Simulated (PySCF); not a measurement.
# CH3ClS, a complex of two parts: interaction energy

An exercise on one series of results from a longer session: the logs are not shown, and one member is left open.

Programs: PySCF 2.14.0. All values are calculated, for the isolated system unless a continuum is named. Atoms count from 0, parts from 1.

### Starting point

6 atoms, charge 0, multiplicity 1; geometry: GFN2-xTB. Parts: 1 = atoms 0–1, `Cl`, charge 0; 2 = atoms 2–5, `C=S`, charge 0.

Set-up of the first run:

The job: settings as JSON, then the geometry in Å.

```
{"job": {"xc": "PBE0", "basis": "def2-SVPD", "d3": "d3bj", "grid": 2, "kind": "geom"}, "charge": 0, "multiplicity": 1, "parts": [{"atoms": "0-1", "charge": 0, "multiplicity": 1}, {"atoms": "2-5", "charge": 0, "multiplicity": 1}]}
Cl    -0.196018     0.618951     0.520305
H     -0.691506    -0.564681     0.715248
C     -2.421057    -1.257555     2.757755
S     -1.858553    -2.253333     1.627246
H     -3.093286    -1.608047     3.529195
H     -2.143208    -0.212455     2.778414
```

Started as:

```
$ OMP_NUM_THREADS=1 python cluster_run.py task.json out
```

The driver reads the jobs from task.json and runs them one after another.

Among the steps run: Optimising the geometry at PBE0-D3(BJ)/def2-SVPD; Coupled-cluster interaction energy: CCSD(T) and MP2.

One of the session's tables, all rows but one given; the rest of the session is left out.

It belongs to the step «Coupled-cluster interaction energy: CCSD(T) and MP2». 

| method | interaction energy (kcal/mol) |
| --- | --- |
| HF/aug-cc-pVDZ | -0.93 |
| MP2/aug-cc-pVDZ | -4.57 |
| CCSD/aug-cc-pVDZ | -2.96 |
| CCSD(T)/aug-cc-pVDZ | -3.55 |
| HF/aug-cc-pVTZ | -0.81 |
| MP2/aug-cc-pVTZ | ? |
| SCS-MP2/aug-cc-pVTZ | -4.09 |
| MP2, extrapolated | -6.14 |
| CCSD(T), limit estimate | -5.12 |

Q: Estimate the row for MP2/aug-cc-pVTZ from the others.

The run gave: interaction energy (kcal/mol): -5.64. In the column «interaction energy (kcal/mol)» it lies between MP2, extrapolated (-6.14) and CCSD(T), limit estimate (-5.12).

To keep in mind: The interaction energy leaves out the deformation of the parts, 0.87 kcal/mol (MP2); added to the CCSD(T) estimate it gives a binding of about -4.25 kcal/mol.
